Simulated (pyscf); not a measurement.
Thermochemistry of product channels of O=Mo(=O)(Cl)–Cl (SMILES [O]=[Mo](=[O])([Cl])[Cl]) + H• (SMILES [H]) on the doublet surface, in kcal/mol, from ωB97M-D3(BJ)/def2-TZVP energies (ideal gas, 1 atm, RRHO with modes under 100 cm⁻¹ raised to 100, one conformer, R ln 2 for chiral ones without a mode under 150 cm⁻¹). Structures and frequencies: ωB97X-D3(BJ)/def2-SVP in PySCF.

```json
[
 {"products": "O=MoH(=O)–Cl (SMILES [O]=[MoH](=[O])[Cl]) + Cl• (SMILES [Cl])", "ΔE": "+22.8", "ΔH(298 K)": "+25.6", "ΔG(298 K)": "+24.1", "ΔG(1200 K)": "+21.6"},
 {"products": "[O=Mo(=O)–Cl]• (SMILES [O]=[Mo](=[O])[Cl]) + HCl (SMILES Cl)", "ΔE": "-10.5", "ΔH(298 K)": "-7.8", "ΔG(298 K)": "-11.8", "ΔG(1200 K)": "-21.3"}
]
```

These are energies of the channels, which say nothing of barriers. Left out: orbital degeneracy and the spin-orbit lowering of Cl. Open-shell species with a d-block atom are single-reference here; other states, and whether the spin sits on metal or ligand, were not checked. Elements past Kr carry the def2 core potentials, without spin-orbit coupling.
